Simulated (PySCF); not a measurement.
Job file and geometry (Å, from GFN2-xTB) of an NMR shielding run on `C#[SiH]`, CH2Si, GIAO PBE0/pcSseg-1 NMR shielding, non-relativistic, gas phase in PySCF 2.14.0, density-fitted response routines; density fitting, a coarse starting grid and PySCF grid level 2 are the driver's defaults:

```
{"job": {"kind": "nmr", "xc": "PBE0", "basis": "pcSseg-1"}, "charge": 0, "multiplicity": 1}
C     -0.923767     0.510010    -0.273352
Si     0.644258    -0.056552     0.038781
H     -1.773696    -0.109214     0.000193
H      2.063439    -0.339471     0.211524
```

**Question.** Write the output of this run.

**Answer.** 
```
coarse grid: 3952 points
cycle   1  E = -328.2760360705  dE =  1.443e-01  |g| = 6.215e-01  |ddm| = 1.884e+00
cycle   2  E = -327.1163803081  dE =  1.160e+00  |g| = 1.652e+00  |ddm| = 2.391e+00
cycle   3  E = -328.4098994964  dE = -1.294e+00  |g| = 1.017e-01  |ddm| = 2.063e+00
cycle   4  E = -328.4144569708  dE = -4.557e-03  |g| = 1.591e-02  |ddm| = 1.420e-01
cycle   5  E = -328.4145574102  dE = -1.004e-04  |g| = 3.836e-03  |ddm| = 2.684e-02
cycle   6  E = -328.4145608910  dE = -3.481e-06  |g| = 1.965e-03  |ddm| = 6.304e-03
final grid: 33880 points
cycle   7  E = -328.4264625068  dE = -7.006e-06  |g| = 2.268e-03  |ddm| = 9.138e-03
cycle   8  E = -328.4264573905  dE =  5.116e-06  |g| = 4.402e-03  |ddm| = 6.690e-03
cycle   9  E = -328.4264627428  dE = -5.352e-06  |g| = 1.970e-03  |ddm| = 5.395e-03
cycle  10  E = -328.4264639411  dE = -1.198e-06  |g| = 9.170e-05  |ddm| = 1.702e-03
cycle  11  E = -328.4264639440  dE = -2.895e-09  |g| = 2.619e-05  |ddm| = 1.510e-04
cycle  12  E = -328.4264639443  dE = -3.163e-10  |g| = 2.699e-06  |ddm| = 3.438e-05
converged SCF energy = -328.4264639443

GIAO shielding tensors (ppm)
atom      isotropic    diamagn.    paramagn.     s11        s22        s33       span
  0 C       43.886     261.710    -217.824   -204.087      9.729    326.015    530.102
  1 Si     248.324     883.971    -635.647    -32.269     26.492    750.748    783.017
  2 H       22.909      29.744      -6.835      7.676     23.147     37.903     30.227
  3 H       24.169      28.469      -4.300     18.177     19.896     34.435     16.257
```

**Question.** Turn these shieldings into chemical shifts. δ = σ(ref) − σ, references computed at the same level: TMS for ¹³C (186.93 ppm), ²⁹Si (349.16 ppm), ¹H (31.72 ppm).

**Answer.** Averaging equivalent atoms: C 0: 143.0; Si 1: 100.8; H 2: 8.81; H 3: 7.55 ppm. 

Size and cost of the density-fitted run: 51 basis functions, 2.3 s wall time on 1 thread of an Arm Neoverse V1, shared host.
